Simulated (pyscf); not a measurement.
`[Cl][Ge][Cl]` [singlet] + `[H][H]` → `[ClH]` + `[Cl][GeH]` [singlet] (four-centre exchange; singlet surface; Cl–Ge, H–H broken, Cl–H, Ge–H formed). PySCF, gas phase, ωB97X-D3(BJ)/def2-SVP geometries. Energies in kcal/mol from the separated reactants.

| level | barrier | reaction energy |
|---|---|---|
| ωB97X-D3(BJ)/def2-TZVP | 31.6 | +31.5 |
| PBE/def2-TZVP | 24.6 | +30.9 |
| r²SCAN/def2-TZVP | 26.2 | +31.7 |
| B3LYP-D3(BJ)/def2-TZVP | 29.6 | +30.9 |
| M06-2X/def2-TZVP | 32.6 | +31.6 |
| HF/def2-TZVP | 43.7 | +24.4 |

On the product side the descent ends in a bound adduct, 8.1 kcal/mol under the separated species and 8.2 kcal/mol under the saddle at ωB97X-D3(BJ)/def2-TZVP. At PBE, r²SCAN, B3LYP-D3(BJ) the saddle lies under the separated products, which points to a path from their complex (located at ωB97X-D3(BJ) alone), and parting the products costs more than the saddle. One saddle was located; it need not be the lowest between these sides. Elements up to Kr have no core potential and no relativistic terms here.
